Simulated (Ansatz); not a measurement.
System: C₆H₅, net charge 0, doublet state. It need not be the lowest isomer of its formula. 
Structure (B3LYP-D3(BJ)/def2-TZVP (Ansatz, a program for electronic structure) minimum search):
SMILES: [c]1ccccc1
```xyz
11

C     -0.0001     1.3914    -0.0045
C      1.2208     0.7691    -0.0030
C      1.2089    -0.6297     0.0015
C      0.0001    -1.3184     0.0042
C     -1.2088    -0.6298     0.0026
C     -1.2208     0.7690    -0.0019
H      2.1535     1.3185    -0.0052
H      2.1458    -1.1733     0.0028
H      0.0001    -2.4006     0.0077
H     -2.1457    -1.1735     0.0048
H     -2.1537     1.3183    -0.0032
```
Charge 0, spin multiplicity 2.

Dipole moments at this geometry, in debye (magnitudes).

```tsv
level	program	dipole (D)
SVWN5/def2-TZVPD	Ansatz	0.99
PBE/def2-TZVPD	Ansatz	0.91
r2SCAN/def2-TZVPD	Ansatz	0.85
B97M-V/def2-TZVPD	Ansatz	0.85
B3LYP/def2-TZVPD	Ansatz	0.86
BHLYP/def2-TZVPD	Ansatz	0.81
HSE06/def2-TZVPD	Ansatz	0.86
CAM-B3LYP/def2-TZVPD	Ansatz	0.86
wB97X-V/def2-TZVPD	Ansatz	0.89
```
